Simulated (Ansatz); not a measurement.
Basis-set extrapolation for C2H6FN, SMILES `CC(N)F` (PBE0-D4/def2-TZVP geometry, frozen core, Ansatz 0.2.0). Multiplicity 1, RHF reference.

```
                      def2-TZVPP   def2-QZVPP
                 HF  -233.222803  -233.233633
    MP2 correlation    -0.814243    -0.876523
CCSD(T) correlation    -0.873521      not run
```

Energies in hartree. Use E(X) = E(∞) + A·exp(−7.88·√X) for Hartree–Fock and E(X) = E(∞) + B·X^(−2.97) for correlation, with X = 3 and 4, and add CCSD(T) minus MP2 of the smaller set to the MP2 limit.

Task: What is the CCSD(T) energy at the basis-set limit?

Result: HF limit: -233.233633 + (-0.010830) × 0.13774 = -233.23512. MP2 limit: -0.876523 + (-0.062280) × 0.74074 = -0.92266. Higher-order term: -0.873521 − (-0.814243) = -0.05928. Total: -234.21706 hartree, 317.0 kJ/mol below CCSD(T)/def2-TZVPP.
